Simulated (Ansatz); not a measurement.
This geometry of BClFH + H2 (6 atoms, charge 0, multiplicity 1) is a first-order saddle point.

The calculation used RKS PBE0-D4/cc-pVDZ in Ansatz.

```xyz
6
Properties=species:S:1:pos:R:3
B 0.092 0.274 0.002
F 0.104 -0.121 1.581
Cl 1.572 -0.262 -0.809
H -0.984 0.038 -0.468
H 0.189 1.547 0.360
H 0.176 0.988 1.264
```

Task: Which two structures does it join? (They come from a converged band through this point; their orientation in space is the band's.)

Result: Bonds broken: B1–F2, H5–H6. Bonds formed: B1–H5, F2–H6. BClFH + H2 becomes BClH2 + FH.

Image 0:

```xyz
6
Properties=species:S:1:pos:R:3
B 0.017 -0.487 -0.039
F 0.034 -0.886 1.223
Cl 1.516 -0.518 -0.944
H -1.005 -0.126 -0.552
H 0.389 2.396 0.786
H 0.197 2.085 1.455
```

Image 10:

```xyz
6
Properties=species:S:1:pos:R:3
B -0.064 0.592 -0.244
F -0.061 0.344 1.699
Cl 1.589 -0.091 -0.506
H -0.977 -0.145 -0.492
H -0.139 1.789 -0.246
H 0.801 -0.025 1.719
```

Task: How far does it lie above each of them?

Result: 1.71 eV above the first and 0.60 eV above the second. This is the barrier of this one path; another mechanism may lie lower. The orbitals stay closed-shell, which can raise the energy where a bond breaks towards radicals; this wasn't checked here.

The run took 7.4 min on 1 thread of Arm Neoverse V1 (shared host), peak memory 0.12 GiB.
